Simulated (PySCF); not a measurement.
# CHF (SMILES [CH]F): PBE0/STO-3G

What is the energy change on altering one bond length of CHF at PBE0/STO-3G? The job is set up through a Python script.

The calculation is run with PySCF 2.14.0.

22 further runs of the same task are left out: 10 that didn't finish, 12 set aside as unsound or not needed.

## 1. The molecule

CHF: 3 atoms, total charge 0, spin state singlet. SMILES: `[CH]F`. The shape is that of a GFN2-xTB optimisation.

Bond lengths: C1–F2 1.316 Å, C1–H3 1.069 Å. Angles: F2–C1–H3 121.3°.

## 2. The energy at PBE0/STO-3G

File job.py:

```python
from pyscf import gto, dft

molecule = gto.M(
    atom='''
C     -0.128130    -0.359190    -0.106370
F      0.969610    -0.011280     0.530170
H     -0.841470     0.370470    -0.423800
''',
    basis='sto-3g',
    max_memory=1860,
    verbose=3,
)

myscf = dft.RKS(molecule)
myscf.xc = 'pbe0'
myscf.grids.level = 5
myscf.conv_tol = 1e-10
myscf.kernel()
if not myscf.converged:
    myscf = myscf.newton().run(myscf.mo_coeff, myscf.mo_occ)

e_final = myscf.e_tot
print('E(%s) = %.9f' % ('PBE0', e_final))
```

On the command line:

```sh
$ OMP_NUM_THREADS=1 python job.py
```

Log:

```text
converged SCF energy = -136.322473852051
E(PBE0) = -136.322473852
```

It took 1.5 s on 1 thread of Arm Neoverse V1, shared host; peak memory 0.15 GiB.

## 3. The distorted shape

File run.py:

```python
from pyscf import gto, dft

mol = gto.M(
    atom='''
C       -1.445418      -0.776682      -0.870218
F        0.969610      -0.011280       0.530170
H       -2.158758      -0.047022      -1.187648
''',
    basis='sto-3g',
    spin=0,
    verbose=3,
    max_memory=1860,
)

myscf = dft.RKS(mol, xc='pbe0')
myscf.conv_tol = 1e-10
myscf.grids.level = 5
myscf.kernel()
if not myscf.converged:
    myscf = myscf.newton().run(myscf.mo_coeff, myscf.mo_occ)

e_tot = myscf.e_tot
print('E(%s) = %.9f' % ('PBE0', e_tot))
```

On the command line:

```sh
$ OMP_NUM_THREADS=1 python run.py
```

Log:

```text
SCF not converged.
SCF energy = -135.616447775978
converged SCF energy = -136.021436641745
E(PBE0) = -136.021436642
```

It took 6.9 s on 1 thread of Arm Neoverse V1, shared host; peak memory 0.19 GiB.

## 4. Summary of results

At PBE0/STO-3G:

| quantity | value |
| --- | --- |
| first shape: total energy | -136.32247 Eh |
| first shape: dipole moment | 1.67 D |
| first shape: HOMO energy | -2.54 eV |
| first shape: LUMO energy | 1.14 eV |
| first shape: HOMO–LUMO gap | 3.68 eV |
| distorted shape: total energy | -136.02144 Eh |
| distorted shape: dipole moment | 2.41 D |
| distorted shape: HOMO energy | -3.32 eV |
| distorted shape: LUMO energy | -1.32 eV |
| distorted shape: HOMO–LUMO gap | 2.00 eV |
| energy change with the C1–F2 bond stretched from 1.316 to 2.895 Å | 8.192 eV |

**Reading.** One bond (distorted shape) is far stretched, which a spin-restricted single reference describes badly; a broken-symmetry solution may lie lower. With the C1–F2 bond stretched from 1.316 to 2.895 Å the energy rises by 8.19 eV (189 kcal/mol). The first shape isn't relaxed at this level, so the change isn't measured from a minimum. A restricted reference can't describe the breaking bond well at this length. The minimal basis adds a large error of its own. Mulliken charges (distorted shape) run from -0.11 on F2 to +0.06 on C1; they depend strongly on the basis.
